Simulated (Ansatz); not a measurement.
# C3H8O: the cost of one run

Computed with Ansatz 0.2.0 (the levels named in each step, unless a step's input says otherwise).

**1. The structure to begin with**

Bond lengths: C1–C2 1.523 Å, C2–C3 1.529 Å, C3–O4 1.408 Å, C1–H5 1.087 Å, C1–H6 1.087 Å, C1–H7 1.088 Å, C2–H8 1.092 Å, C2–H9 1.094 Å, C3–H10 1.093 Å, C3–H11 1.101 Å, O4–H12 0.964 Å. Angles (14 of 19 angles, heavy atoms first): C1–C2–C3 111.6°, C2–C3–O4 112.9°, C1–C2–H8 110.0°, C1–C2–H9 109.5°, C3–C2–H8 108.8°, C3–C2–H9 109.0°, C2–C1–H5 110.5°, C2–C1–H6 110.4°, C2–C1–H7 110.5°, C2–C3–H10 110.1°, C2–C3–H11 109.6°, O4–C3–H10 105.4°, O4–C3–H11 110.4°, C3–O4–H12 108.6°.

Coordinates:

```xyz
12

C     1.9585   -0.0284   -0.0959
C     0.5736    0.4114    0.3590
C    -0.5282   -0.3923   -0.3322
O    -1.8205   -0.0262    0.0911
H     2.1220   -1.0766    0.1425
H     2.7251    0.5622    0.3994
H     2.0650    0.0994   -1.1710
H     0.4777    0.2832    1.4392
H     0.4347    1.4735    0.1344
H    -0.4319   -1.4523   -0.0856
H    -0.4362   -0.2819   -1.4237
H    -1.9368    0.9188   -0.0590
```

**2. A rough first relaxation, PBE-D4/def2-SVP**

This run stands in another session on the same molecule. It ended at:

```xyz
12

C     1.9705   -0.0276   -0.0921
C     0.5716    0.4051    0.3505
C    -0.5517   -0.3825   -0.3287
O    -1.8445   -0.0267    0.1247
H     2.1563   -1.0961    0.1461
H     2.7605    0.5666    0.4091
H     2.1067    0.0945   -1.1875
H     0.4559    0.2954    1.4506
H     0.4278    1.4892    0.1331
H    -0.4353   -1.4654   -0.1036
H    -0.4520   -0.2844   -1.4412
H    -1.9627    0.9229   -0.0626
```

**3. Relaxation, r2SCAN-D4/def2-TZVPP**

File input.yaml:

```yaml
crystal:
  periodic: [false, false, false]
  atoms:
    - { symbol: C, position_ang: [1.97045235, -0.02762016, -0.09211819] }
    - { symbol: C, position_ang: [0.57161968, 0.4050836, 0.35053949] }
    - { symbol: C, position_ang: [-0.55173836, -0.3825436, -0.32867325] }
    - { symbol: O, position_ang: [-1.84453838, -0.02670055, 0.12468274] }
    - { symbol: H, position_ang: [2.15632008, -1.09609793, 0.14608285] }
    - { symbol: H, position_ang: [2.76047298, 0.5665865, 0.40914308] }
    - { symbol: H, position_ang: [2.10666614, 0.09453367, -1.18751858] }
    - { symbol: H, position_ang: [0.45593436, 0.29540882, 1.45058747] }
    - { symbol: H, position_ang: [0.42778941, 1.48918478, 0.13305133] }
    - { symbol: H, position_ang: [-0.4353168, -1.46542224, -0.10356266] }
    - { symbol: H, position_ang: [-0.45204929, -0.28444094, -1.44123017] }
    - { symbol: H, position_ang: [-1.96273216, 0.92286803, -0.06261411] }
basis:
  gaussian: { orbitals: def2-TZVPP }
hamiltonian:
  xc: r2scan
  dispersion: d4
relax:
  f_tol: 0.002
  max_steps: 150
```

On the command line:

```console
> ansatz run input.yaml --threads 4 --pin off --max-ram 10240MiB --backend cpu --events-out ev --progress --plain --runs-dir out
```

Q: Estimate wall time and peak memory on 4 threads of Arm Neoverse V2, shared host.

About 30 s, with a peak of 0.54 GiB.
